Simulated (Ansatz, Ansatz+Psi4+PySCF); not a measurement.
```xyz
2

Li    0.0000    0.0000    0.0000
O     0.0000    0.0000    1.6070
```

Basis set: cc-pCVTZ on Li; cc-pVTZ on O (spherical functions). Left uncorrelated: 1 orbital. Charge 0, multiplicity 2.

Computed with Ansatz (development build ahead of 0.2.0); the reference of a correlated method needn't be the lowest determinant of its kind.

Problem. Give the atomization energy at this shape (free ground-state atoms in the same class of orbitals less the molecule, no zero-point energy) of doublet LiO by UHF-CCSD(T), UHF-CCSD.

Solution.

```
     method  atomization energy
UHF-CCSD(T)             3.41 eV
   UHF-CCSD             3.31 eV
```

Caution: the reference determinant was not shown to be the lowest.
